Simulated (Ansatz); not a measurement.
**One shape, several levels: doublet [S2F2]+**

Aim: a comparison of 6 runs (U-revPBE/STO-3G, UB2PLYP/STO-3G, UB3LYP/STO-3G, UPBE0/STO-3G, UCCSD/STO-3G, UCCSD(T)/STO-3G) of doublet [S2F2]+. 

The results are computed with Ansatz 0.2.0.

55 further runs of the same task are left out: 15 that didn't finish, 40 set aside as unsound or not needed.

## (1) The molecule

[S2F2]+ has 4 atoms, charge +1, and is taken as a doublet. As SMILES of the parent species, `FS(F)=S`. The shape is that of a PBE0-D4/def2-TZVP optimisation. That shape belongs to the parent species and isn't relaxed for this state.

Bond lengths: F1–S2 1.606 Å, S2–F3 1.606 Å, S2–S4 1.859 Å. Angles: F1–S2–F3 92.0°, F1–S2–S4 107.9°, F3–S2–S4 107.9°.

## (2) The energy at U-revPBE/STO-3G (run 1)

The input, molecule.yaml:

```yaml
crystal:
  periodic: [false, false, false]
  atoms:
    - {symbol: F, position_ang: [0.734930, 0.336790, 1.199050]}
    - {symbol: S, position_ang: [-0.480890, -0.090070, 0.240730]}
    - {symbol: F, position_ang: [0.313460, -1.382440, -0.286190]}
    - {symbol: S, position_ang: [-0.567510, 1.135710, -1.153590]}
basis:
  gaussian:
    orbitals: STO-3G
total_charge: 1
magnetization:
  spin_polarized: true
  initial_magnetization: 1
hamiltonian:
  xc: {name: revPBE}
accuracy: high
```

Started as:

```
ansatz run molecule.yaml --threads 1 --pin off --max-ram 3480MiB --events-out events.jsonl --progress --plain --runs-dir runs
```

Output:

```text
Warning: RAYON_NUM_THREADS=1 ignored (pool sized by the plan → 1); use --threads N
Functional definition: revPBE
  name "revPBE"
  parameter kappa = 1.245
  parameter beta = 0.06672455060314922
  exchange = pbe_x(kappa = kappa, mu = beta*pi^2/3)
  correlation = pbe_c(beta = beta)
535 factors; integrals over basis functions are off by at most 2.7e-8 eV
mean field evaluation 1: about -26764.1553 eV, gradient 2.6e1 eV
mean field evaluation 2: about -26702.7096 eV, gradient 9.4e1 eV
mean field evaluation 4: about -26769.1985 eV, gradient 7.2e0 eV
mean field evaluation 8: about -26769.6279 eV, gradient 1.4e-1 eV
mean field evaluation 16: about -26769.6281 eV, gradient 7.3e-6 eV
mean field evaluation 32: about -26768.9102 eV, gradient 1.5e-3 eV
mean field -26769.62807157 eV, -983.7656865246 hartree, gradient 4.2e-8 eV, S^2 0.752193; 4 other end points of the search recorded, 0 dependent functions left out
reference -26769.62807296 eV, -983.7656865757 hartree; 25, 24 occupied and 3, 4 virtual orbitals, 535 factors
Total energy: -26769.62807296 eV, -983.7656865757 hartree
```

Wall time 3.9 s (1 thread of Arm Neoverse V1, shared host); peak memory 0.14 GiB.

## (3) A single-point energy at UB2PLYP/STO-3G (run 2)

The input, run.yaml:

```yaml
basis:
  gaussian:
    orbitals: STO-3G
crystal:
  periodic: [false, false, false]
  atoms:
    - {symbol: F, position_ang: [0.734930, 0.336790, 1.199050]}
    - {symbol: S, position_ang: [-0.480890, -0.090070, 0.240730]}
    - {symbol: F, position_ang: [0.313460, -1.382440, -0.286190]}
    - {symbol: S, position_ang: [-0.567510, 1.135710, -1.153590]}
magnetization:
  spin_polarized: true
  initial_magnetization: 1
accuracy: high
correlation:
  frozen_orbitals: {F: 1, S: 5}
hamiltonian:
  xc: {name: B2PLYP}
total_charge: 1
```

Started as:

```
ansatz run run.yaml --threads 1 --pin off --max-ram 3480MiB --events-out events.jsonl --progress --plain --runs-dir runs
```

Output, cut to the lines that bear on the results:

```text
Warning: RAYON_NUM_THREADS=1 ignored (pool sized by the plan → 1); use --threads N
Functional definition: B2PLYP
  name "B2PLYP"
[...]
535 factors; integrals over basis functions are off by at most 2.7e-8 eV
[...]
mean field -26759.44748506 eV, -983.3915568710 hartree, gradient 5.8e-8 eV, S^2 0.753930; 2 other end points of the search recorded, 0 dependent functions left out
12 core orbitals not correlated: weight in the atoms' cores, before any rotation towards them, 1.000 or more for the frozen orbitals, at most 0.000 for the correlated occupied ones
reference -26759.44749848 eV, -983.3915573642 hartree; 13, 12 occupied and 3, 4 virtual orbitals, 535 factors
second order -3.65117512 eV of doubles, -0.00000000 eV of singles
Total energy: -26760.43331576 eV, -983.4277854811 hartree
```

Wall time 4.2 s (1 thread of Arm Neoverse V1, shared host); peak memory 0.17 GiB.

Runs 3 to 4 aren't shown in full; the table further down has their settings and results.

## (4) A single-point energy at UCCSD/STO-3G (run 5)

The input, run.yaml:

```yaml
crystal:
  periodic: [false, false, false]
  atoms:
    - symbol: F
      position_ang: [0.734930, 0.336790, 1.199050]
    - symbol: S
      position_ang: [-0.480890, -0.090070, 0.240730]
    - symbol: F
      position_ang: [0.313460, -1.382440, -0.286190]
    - symbol: S
      position_ang: [-0.567510, 1.135710, -1.153590]
basis:
  gaussian: {orbitals: STO-3G}
total_charge: 1
magnetization: {spin_polarized: true, initial_magnetization: 1}
correlation: {method: ccsd, frozen_orbitals: {F: 1, S: 5}}
accuracy: high
scf: {omitted_lower_state_checks: [cluster_reference, increment]}
```

Started as:

```
ansatz run run.yaml --threads 1 --pin off --max-ram 3480MiB --events-out events.jsonl --progress --plain --runs-dir runs
```

Output:

```text
Warning: RAYON_NUM_THREADS=1 ignored (pool sized by the plan → 1); use --threads N
[... 13 lines left out ...]
12 core orbitals not correlated: weight in the atoms' cores, before any rotation towards them, 1.000 or more for the frozen orbitals, at most 0.000 for the correlated occupied ones
[... 36 lines left out ...]
Total energy: -26726.49786845 eV, -982.1806807945 hartree
Checks for a lower state left out: cluster_reference, increment
```

Run time: 1.4 s. Hardware: 1 thread of Arm Neoverse V1, shared host; peak memory 0.09 GiB.

## (5) The energy at UCCSD(T)/STO-3G (run 6)

Edit molecule.yaml of step 2 so:

```diff
@@ -10,3 +10,3 @@
     orbitals: STO-3G
-total_charge: 1
+accuracy: high
 magnetization:
@@ -14,4 +14,7 @@
   initial_magnetization: 1
-hamiltonian:
-  xc: {name: revPBE}
-accuracy: high
+scf:
+  omitted_lower_state_checks: [cluster_reference, increment]
+correlation:
+  method: ccsd_t
+  frozen_orbitals: {F: 1, S: 5}
+total_charge: 1
```

Started as:

```
ansatz run molecule.yaml --threads 1 --pin off --max-ram 3480MiB --events-out events.jsonl --progress --plain --runs-dir runs
```

Output:

```text
Warning: RAYON_NUM_THREADS=1 ignored (pool sized by the plan → 1); use --threads N
[... 13 lines left out ...]
12 core orbitals not correlated: weight in the atoms' cores, before any rotation towards them, 1.000 or more for the frozen orbitals, at most 0.000 for the correlated occupied ones
[... 37 lines left out ...]
Total energy: -26726.60477879 eV, -982.1846096771 hartree
Checks for a lower state left out: cluster_reference, increment
```

It took 1.4 s on 1 thread of Arm Neoverse V1, shared host; peak memory 0.09 GiB.

## (6) The series

| run | level | frozen core orbitals | energy (Eh) | ⟨S²⟩ | wall time |
| --- | --- | --- | --- | --- | --- |
| 1 | U-revPBE/STO-3G | – | -983.765687 | 0.752 | 3.9 s |
| 2 | UB2PLYP/STO-3G | 12 | -983.427785 | 0.754 | 4.2 s |
| 3 | UB3LYP/STO-3G | – | -983.931466 | 0.753 | 3.6 s |
| 4 | UPBE0/STO-3G | – | -983.541536 | 0.753 | 3.6 s |
| 5 | UCCSD/STO-3G | 12 | -982.180681 | 0.759 | 1.4 s |
| 6 | UCCSD(T)/STO-3G | 12 | -982.184610 | 0.759 | 1.4 s |

## (7) Outcome

```
                                           quantity          value
                                run 6: total energy  -982.18461 Eh
run 6: correlation energy (12 core orbitals frozen)     -122.0 mEh
                              run 6: (T) correction      -3.93 mEh
           run 6: ⟨S²⟩ of the reference determinant          0.759
                               run 6: T1 diagnostic          0.018
```

**Reading.** Totals of different functionals can't be ranked against each other. In runs 1, 2, 3, 4, 5, 6 the basis is minimal, so the values are rough. All runs together took 18 s, the longest 4.2 s.
